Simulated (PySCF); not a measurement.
acetonitrile (C₂H₃N), SMILES CC#N. Coordinates come from a PBE0-D3(BJ)/def2-TZVP optimisation.

TDDFT-LC-ωPBE/def2-SVPD run with PySCF puts the lowest singlet excitations at 7.92, 8.36, 8.36, 9.51, 9.51, 9.75 eV.

**Question.** What are the lowest excitation roots from ADC(2)/aug-cc-pVDZ (PySCF)? (The exact figures need the calculation; the answer reports its results.)

**Answer.** 8.73, 8.82, 8.82, 9.02, 9.08, 9.08 eV. S1 differs by 0.81 eV (second minus first; roots are paired by order, and the bases may differ).
